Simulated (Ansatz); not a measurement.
# BH2SF (built from SMILES FBS): search for a transition state

Wanted: the transition state of a 1,2-elimination (form F2–H4 and break B1–F2, S3–H4). The guess is relaxed with those distances held, a saddle search follows, and vibrations and two downhill relaxations check it.

Program: Ansatz 0.2.0, Gaussian basis. Level of theory: PBE0-D4, def2-SVP first, then def2-TZVP. These are calculated values, not measurements.

## Step 1: The starting structure

The guess: 5 atoms, charge 0, spin multiplicity 1.

Atoms are counted from 1 here; the program's logs count them from 0.

Bond lengths: B1–S3 1.687 Å, B1–H5 1.153 Å. Angles: S3–B1–H5 146.8°.

Geometry (Å):

```
atom    x (Å)    y (Å)    z (Å)
  B1  -0.0865   0.4348   0.3863
  F2   0.9213  -0.8625   0.0299
  S3  -1.1837   0.3310  -0.8908
  H4   0.1158  -0.9001  -0.8661
  H5   0.2331   0.9968   1.3406
```

Distances that are to change: F2–H4 1.21 Å, B1–F2 1.68 Å, S3–H4 1.79 Å.

## Step 2: Relaxing the guess with the reacting distances held

File hold/in.yaml:

```yaml
crystal:
  periodic: [false, false, false]
  atoms:
    - {symbol: B, position_ang: [-0.086500, 0.434800, 0.386300]}
    - {symbol: F, position_ang: [0.921300, -0.862500, 0.029900]}
    - {symbol: S, position_ang: [-1.183700, 0.331000, -0.890800]}
    - {symbol: H, position_ang: [0.115800, -0.900100, -0.866100]}
    - {symbol: H, position_ang: [0.233100, 0.996800, 1.340600]}
basis:
  gaussian: {orbitals: def2-SVP}
hamiltonian: {xc: pbe0, dispersion: d4}
relax: {f_tol: 0.08, max_steps: 120, escape_saddle: false, constraints: [{distance: [1, 3]}, {distance: [0, 1]}, {distance: [2, 3]}]}
```

Run with:

```console
ansatz run in.yaml --threads 2 --pin off --events-out ev --progress --plain --max-ram 4352MiB
```

The runs that follow: A starting Hessian; Saddle search in the small basis; Saddle search in triple zeta; Vibrations at the point found; Relaxing after a step of 0.30 Å one way along the mode; Relaxing after a step of 0.30 Å the other way along the mode.

**Question.** What will these runs give? Wanted: imaginary mode; barrier from the start side; barrier from the end side; energy of the step; pairs that change; zero-point energy at the saddle.

The runs gave:

```
                       quantity                                     value
                 imaginary mode                                 525i cm⁻¹
    barrier from the start side                                  2.320 eV
      barrier from the end side                                  0.394 eV
             energy of the step                                 +1.926 eV
              pairs that change  F2–H4 formed, B1–F2 broken, S3–H4 broken
zero-point energy at the saddle                                  0.608 eV
```

**Reading.** One imaginary mode, 525i cm⁻¹, makes this a first-order saddle. The two relaxations end on the structures that were planned. At PBE0-D4/def2-TZVP the electronic barrier is 2.320 eV, about 90 kT at 298 K, and the step runs 1.926 eV uphill. A step off the saddle overshot and began above it in energy, so the link to its end is likely but not proven. Lower complexes than these ends may exist.
